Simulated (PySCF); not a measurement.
**SiNH4 (SMILES N[SiH2]) at 5 levels**

We compute a comparison of 5 runs (U-wB97X-V/STO-6G, UB2PLYP/STO-6G, UM06-2X/STO-6G, NEVPT2(3,3)/STO-6G, ROCCSD(T)/STO-6G) of SiNH4. 

The results are computed with PySCF 2.14.0.

4 further runs of the same task are left out: 4 set aside as unsound or not needed.

## 1. The structure to begin with

SiNH4: 6 atoms, total charge 0, spin state doublet. SMILES: `N[SiH2]`. The coordinates come from a PBE0-D4/def2-TZVP relaxation. This is one conformer, not always the lowest.

Bond lengths: N1–Si2 1.725 Å, N1–H3 1.008 Å, N1–H4 1.008 Å, Si2–H5 1.493 Å, Si2–H6 1.493 Å. Angles: N1–Si2–H5 107.3°, N1–Si2–H6 107.3°, Si2–N1–H3 119.9°, Si2–N1–H4 119.9°, H5–Si2–H6 110.5°, H3–N1–H4 110.9°.

## 2. The energy at U-wB97X-V/STO-6G (run 1)

The input, calc.py:

```python
from pyscf import gto, dft

mol = gto.Mole()
mol.atom = '''
N     -0.062300    -0.863500     0.020900
Si     0.307400     0.815300     0.161600
H      0.565000    -1.475900    -0.476400
H     -0.503600    -1.346500     0.787600
H      0.657400     1.307800    -1.204100
H     -0.921600     1.498900     0.664300
'''
mol.verbose = 3
mol.max_memory = 1860
mol.basis = 'sto-6g'
mol.spin = 1
mol.build()

mf = dft.UKS(mol)
mf.xc = 'wb97x-v'
mf.grids.level = 5
mf.conv_tol = 1e-10
mf.nlcgrids.level = 1
mf.kernel()
if not mf.converged:
    mf = mf.newton().run(mf.mo_coeff, mf.mo_occ)

e_final = mf.e_tot
print('E(%s) = %.9f' % ('WB97X-V', e_final))
```

On the command line:

```bash
$ OMP_NUM_THREADS=1 python calc.py
```

The program printed:

```text
WARN: HOMO -0.060725408484538 >= LUMO -0.0607254084845361

converged SCF energy = -345.274782140266  <S^2> = 0.75084835  2S+1 = 2.0008482
E(WB97X-V) = -345.274782140
```

Run time: 28 s. Hardware: 1 thread of Arm Neoverse V1, shared host; peak memory 0.2 GiB.

## 3. The energy at UB2PLYP/STO-6G (run 2)

The input, job.py:

```python
# N[SiH2]
from pyscf import gto, dft, mp

mol = gto.Mole()
mol.atom = '''
N     -0.062300    -0.863500     0.020900
Si     0.307400     0.815300     0.161600
H      0.565000    -1.475900    -0.476400
H     -0.503600    -1.346500     0.787600
H      0.657400     1.307800    -1.204100
H     -0.921600     1.498900     0.664300
'''
mol.charge = 0
mol.verbose = 3
mol.basis = 'sto-6g'
mol.spin = 1
mol.max_memory = 1860
mol.build()

ks = dft.UKS(mol)
ks.xc = '0.53*HF + 0.47*B88, 0.73*LYP'
ks.conv_tol = 1e-10
ks.grids.level = 5
ks.kernel()
if not ks.converged:
    ks = ks.newton().run(ks.mo_coeff, ks.mo_occ)

pt = mp.MP2(ks, frozen=6).run()
e_tot = ks.e_tot + 0.27 * pt.e_corr
print('PT2 part  %.8f' % (0.27 * pt.e_corr))
print('E(%s) = %.9f' % ('B2PLYP', e_tot))
```

On the command line:

```bash
$ OMP_NUM_THREADS=1 python job.py
```

The program printed:

```text
WARN: HOMO -0.061701267358831 >= LUMO -0.0617012673588309

converged SCF energy = -345.061759235223  <S^2> = 0.7512254  2S+1 = 2.001225
E(UMP2) = -345.164079802896  E_corr = -0.102320567672185
E(SCS-UMP2) = -345.174197397821  E_corr = -0.112438162597258
PT2 part  -0.02762655
E(B2PLYP) = -345.089385788
```

Wall time 5.7 s (1 thread of Arm Neoverse V1, shared host); peak memory 0.2 GiB.

## 4. A single-point energy at UM06-2X/STO-6G (run 3)

The input, input.py:

```python
from pyscf import gto, dft

mol = gto.M(
    atom=[
    ('N', (-0.062300, -0.863500, 0.020900)),
    ('Si', (0.307400, 0.815300, 0.161600)),
    ('H', (0.565000, -1.475900, -0.476400)),
    ('H', (-0.503600, -1.346500, 0.787600)),
    ('H', (0.657400, 1.307800, -1.204100)),
    ('H', (-0.921600, 1.498900, 0.664300)),
],
    verbose=4,
    max_memory=1860,
    basis='sto-6g',
    spin=1,
)

myscf = dft.UKS(mol)
myscf.xc = 'm06-2x'
myscf.grids.level = 5
myscf.conv_tol = 1e-10
myscf.kernel()
if not myscf.converged:
    myscf = myscf.newton().run(myscf.mo_coeff, myscf.mo_occ)

etot = myscf.e_tot
print('Final energy', etot)
```

On the command line:

```bash
$ OMP_NUM_THREADS=1 python input.py
```

The program printed:

```text
PySCF version 2.14.0

[... 56 lines left out ...]
WARN: HOMO -0.0750052734748967 >= LUMO -0.0750052734748974
[... 42 lines left out ...]
converged SCF energy = -345.269410192308  <S^2> = 0.75071939  2S+1 = 2.0007193
Final energy -345.269410192308
```

Wall time 7.8 s (1 thread of Arm Neoverse V1, shared host); peak memory 0.21 GiB.

Run 4 isn't shown in full; the table further down has it.

## 5. The energy at ROCCSD(T)/STO-6G (run 5)

The input, run.py:

```python
from pyscf import gto, scf, cc

molecule = gto.M(
    atom='''
N     -0.117730    -1.631779     0.039495
Si     0.580902     1.540694     0.305380
H      1.067695    -2.789047    -0.900266
H     -0.951666    -2.544516     1.488348
H      1.242306     2.471384    -2.275419
H     -1.741572     2.832510     1.255345
''',
    max_memory=1860,
    charge=0,
    basis='sto-6g',
    verbose=3,
    spin=1,
    unit='bohr',
)

mf = scf.ROHF(molecule)
mf.conv_tol = 1e-10
mf.kernel()
if not mf.converged:
    mf = mf.newton().run(mf.mo_coeff, mf.mo_occ)

mycc = cc.CCSD(mf, frozen=6)
mycc.kernel()
e_t = mycc.ccsd_t()
etot = mycc.e_tot + e_t
print(f'total energy: {etot:.8f} hartree')
```

On the command line:

```bash
$ OMP_NUM_THREADS=1 python run.py
```

The program printed:

```text
converged SCF energy = -344.436475075084

WARN: RCCSD method does not support ROHF method. ROHF object is converted to UHF object and UCCSD method is called.

E(UCCSD) = -344.5420618032596  E_corr = -0.1055867281757595
UCCSD(T) correction = -0.00125174918917781
total energy: -344.54331355 hartree
```

Run time: 1.1 s. Hardware: 1 thread of Arm Neoverse V1, shared host; peak memory 0.12 GiB.

## 6. The series

```tsv
run	level	nlc grid	frozen core orbitals	energy (Eh)	dipole moment (D) of the reference	HOMO energy (eV)	LUMO energy (eV)	wall time
1	U-wB97X-V/STO-6G	1	–	-345.274782	1.43	-4.25	4.26	28 s
2	UB2PLYP/STO-6G	–	6	-345.089386	1.45	-3.25	3.54	5.7 s
3	UM06-2X/STO-6G	–	–	-345.269410	1.45	-3.07	3.05	7.8 s
4	NEVPT2(3,3)/STO-6G	–	–	-344.518360	1.61	–	–	1.4 s
5	ROCCSD(T)/STO-6G	–	6	-344.543314	1.61	–	–	1.1 s
```

## 7. Results

| quantity | value |
| --- | --- |
| run 5: total energy | -344.54331 Eh |
| run 5: dipole moment (Hartree–Fock density) | 1.61 D |
| run 5: correlation energy (6 core orbitals frozen) | -106.8 mEh |
| run 5: (T) correction | -1.25 mEh |
| run 5: ⟨S²⟩ of the reference determinant | 0.750 |
| run 5: T1 diagnostic | 0.018 |

What this shows: Over runs 1, 2, 3 the dipole moment (its size) runs from 1.43 D (U-wB97X-V/STO-6G) to 1.45 D (UM06-2X/STO-6G). Totals of different functionals can't be ranked against each other. In runs 1, 2, 3, 4, 5 the basis is minimal, so the values are rough. All runs together took 44 s, the longest 28 s.
